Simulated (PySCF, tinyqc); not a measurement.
A ladder of methods, and size consistency: correlation methods against full CI in the sto-3g basis, for CH2, spin multiplicity 1. Computed by the program tinyqc with PySCF. 

Geometry (angstrom):

| atom | x | y | z |
|---|---|---|---|
| C | 0.0000 | 0.0000 | 0.0000 |
| H | 0.0000 | 0.9140 | 0.6820 |
| H | 0.0000 | -0.9270 | 0.6920 |

RHF energy of one = -38.369539 hartree

All electrons correlated; +Q is the Davidson correction (1 - c0^2) E_corr. The last columns treat two copies 100 angstrom apart as one system. FCI is the lowest singlet.

Correlation energies (hartree):

| method | E_corr of one | share of FCI (%) | E_corr of two at 100 angstrom | two minus twice one (mhartree) |
|---|---|---|---|---|
| MP2 | -0.037547 | 59.1286 | -0.075093 | 0.0000 |
| CISD | -0.060448 | 95.1937 | -0.114483 | 6.4134 |
| CISD+Q | -0.064178 | 101.0682 | -0.125615 | 2.7420 |
| CCSD | -0.062987 | 99.1913 | -0.125973 | 0.0000 |
| CCSD(T) | -0.063228 | 99.5710 | -0.126455 | 0.0000 |
| FCI | -0.063500 | 100.0000 | - | - |

MP2 recovers 59 %, CISD 95.2 % and CCSD 99.2 % of the FCI value (c0^2 = 0.938 in CISD). MP2 and coupled cluster are size consistent, so their last column vanishes; CISD loses 6.41 mhartree, since a double excitation on each copy is a quadruple of the pair, and the Davidson correction leaves +2.74. The restricted reference is unstable here: a spin-polarised solution lies 0.0278 hartree lower (PySCF), so results built on it describe a poor reference.
